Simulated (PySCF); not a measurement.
# Electron affinity of Cl by level of theory

Cl⁻ [Ar] (1S) → Cl [Ne] 3s2 3p5 (2P), as a difference of total energies. Calculation: PySCF 2.14, in dyall-acv3z; the spin-free X2C one-electron Hamiltonian (Gaussian nucleus). Correlated levels: valence: [Ne] frozen; valence and next inner shell: 1s2 frozen; virtual orbitals above 40 to 60 times the deepest correlated orbital energy dropped. The calculations carry no spin-orbit coupling.

```csv
method,electron affinity (eV)
UHF,2.353
LDA,3.918
PBE,3.637
PBE0,3.552
HSE06,3.551
PBEsol,3.655
MP2 (valence),3.616
SCS-MP2 (valence),3.517
MP2 (valence and next inner shell),3.624
SCS-MP2 (valence and next inner shell),3.524
```

Estimate what r2SCAN gives.

3.590 eV, closest to MP2 (valence) among the rows shown.

Estimate what BHandHLYP gives.

3.407 eV, closest to SCS-MP2 (valence) among the rows shown.

A first-order spin-orbit estimate (lowest level to lowest level, LS coupling) adds -0.035 eV.

Errors of the correlated levels include the incompleteness of this basis and the frozen core.

In the anion the highest occupied orbital energy is positive at LDA, PBE, r2SCAN, PBEsol, a self-interaction effect; the basis confines that electron, and the energy difference can still be sensible.

For comparison: 3.613 eV (measured; photodetachment measurements, as compiled on the Wikipedia data page of electron affinities).
